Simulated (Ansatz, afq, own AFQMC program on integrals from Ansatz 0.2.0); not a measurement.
Two steps: Ansatz 0.2.0 writes the Fock matrix and Cholesky factors of the valence space, and afq projects on them the lowest state that overlaps trial and start.

```yaml
crystal:
  periodic: [false, false, false]
  atoms:
    - {symbol: Si, position_ang: [0.000000, -0.024653, 0.448219]}
    - {symbol: N, position_ang: [0.000000, 0.103967, -0.968956]}
    - {symbol: H, position_ang: [0.000000, -1.256899, 1.286437]}
    - {symbol: H, position_ang: [0.000000, 1.209652, 1.258761]}
    - {symbol: H, position_ang: [0.000000, -0.710569, -1.569534]}
basis:
  gaussian: {orbitals: cc-pVDZ}
magnetization: {spin_polarized: false}
correlation: {method: ccsd_t, electrons: outside_noble_gas, hamiltonian_folder: ham}
```

```sh
$ ansatz run in.yaml --threads 1 --pin off --events-out ev --progress --plain --max-ram 1382MiB
```

afq runs on the folder ham with

```
--method free --trial cisd --walkers 60 --time-step 0.03 --max-blocks 80 --target-error 0.00042 --factor-cut 1e-05 --seed 2605 --times 0,0.21,0.42,0.81,1.2,1.8,2.4,3 --taylor-order 8
```

Times are imaginary, in 1/Eh. The walk had a cap of 733 s.

afq prints:

```
orbitals 41  electrons 6 6  factors 322 of 449
reference energy -345.03622183 Eh
CCSD correlation -0.28873771 Eh in 10 cycles, weight of the determinant in the CISD state 0.8815
repeat  energy at the last time / Eh  error
    10  -345.330391  0.002870
    20  -345.332030  0.002295
    30  -345.333333  0.001710
    40  -345.332901  0.001318
    50  -345.333343  0.001173
    60  -345.333731  0.001088
    70  -345.333734  0.000969
    80  -345.333716  0.000863
time / (1/Eh)  energy / Eh  error  mean overlap
  0.00  -345.324095  0.000445  1.1319
  0.21  -345.329868  0.000423  1.1230
  0.42  -345.331841  0.000401  1.1315
  0.81  -345.333075  0.000377  1.1348
  1.20  -345.333944  0.000366  1.1402
  1.80  -345.333932  0.000510  1.1362
  2.40  -345.334973  0.000639  1.1249
  3.00  -345.333716  0.000863  1.1686
energy -345.333716 +/- 0.000863 Eh
```

The run passed its tests (error under three times the target), which doesn't prove that it has relaxed.

Against this walk (error 23.5 meV) on the same determinant: CCSD(T) 1.1 meV higher (within the noise), CCSDT(Q) 41.0 meV lower (within the noise). The error is statistical, and a free projection of finite length keeps a remainder of its start. The last points scatter (meV from the last: 17 ± 10 at 0.81, -6 ± 10 at 1.20, -6 ± 14 at 1.80, -34 ± 17 at 2.40, 0 ± 23 at 3.00); the last is the one printed as the energy, and the gaps above move with that scatter.

Cautions: remainder of the start not in the error; error above the target (23.5 against 11.4 meV).

The walk took 2.4 min on 1 thread of Arm Neoverse V2, on a shared host. The log's last line is the free-projection energy.

CCSDT and higher add their correlation energy to the determinant of the CCSD(T) run, since their own runs factorise the integrals more tightly (a shift of under 2 meV). A walk keeps the symmetry of its determinant, which the program's search chose and which needn't be the lowest solution, so a lower state of the same spin and another symmetry isn't excluded.
